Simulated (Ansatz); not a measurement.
`[SH][AlH][SH]`, one more setting.

```yaml
crystal:
  periodic: [false, false, false]
  atoms:
    - {symbol: S, position_ang: [-1.532551, -1.358555, -0.813536]}
    - {symbol: Al, position_ang: [0.073710, 0.103939, -0.080757]}
    - {symbol: S, position_ang: [1.124176, -0.491982, 1.728074]}
    - {symbol: H, position_ang: [-1.799953, -0.507394, -1.807987]}
    - {symbol: H, position_ang: [0.263395, 1.507316, -0.760812]}
    - {symbol: H, position_ang: [1.845179, 0.625792, 1.725717]}
basis:
  gaussian: {orbitals: "6-31G*"}
hamiltonian: {xc: {name: SVWN5}}
scf: {lower_state_search: full}
output: {forces: true}
```

```sh
$ ansatz run in.yaml --threads 2 --pin off --events-out ev --progress --plain --max-ram 32768MiB --backend cpu
```

It prints (some lines left out):

```
Functional definition: SVWN5
764 factors; their error is unknown
mean field evaluation 1: about -28211.4408 eV, gradient 2.4e1 eV
mean field evaluation 2: about -28208.2898 eV, gradient 4.0e1 eV
mean field evaluation 4: about -28213.4782 eV, gradient 1.5e0 eV
mean field evaluation 8: about -28213.4871 eV, gradient 3.9e-2 eV
mean field -28213.45497015 eV, -1036.8253463862 hartree, gradient 3.3e-5 eV, S^2 0.000000; 0 other end points of the search recorded, 0 dependent functions left out
reference -28213.45500760 eV, -1036.8253477626 hartree; 24, 24 occupied and 39, 39 virtual orbitals, 764 factors
Total energy: -28213.45500760 eV, -1036.8253477626 hartree
Atom 0 at    -1.532551    -1.358555    -0.813536 Å, force     1.132942     0.425967     0.906013 eV/Å
Atom 1 at     0.073710     0.103939    -0.080757 Å, force    -1.045238    -1.113628    -0.080559 eV/Å
Atom 2 at     1.124176    -0.491982     1.728074 Å, force    -0.444048    -0.739010    -0.060227 eV/Å
Atom 3 at    -1.799953    -0.507394    -1.807987 Å, force    -0.252305     0.420246    -0.620319 eV/Å
Atom 4 at     0.263395     1.507316    -0.760812 Å, force     0.091227     0.237041    -0.182103 eV/Å
Atom 5 at     1.845179     0.625792     1.725717 Å, force     0.517422     0.769383     0.037195 eV/Å
Dipole moment:     0.187656     0.465874    -0.199165 e Å
```

Run time 1.1 s (2 threads of a server CPU on a shared host); peak host memory 0.4 GiB.
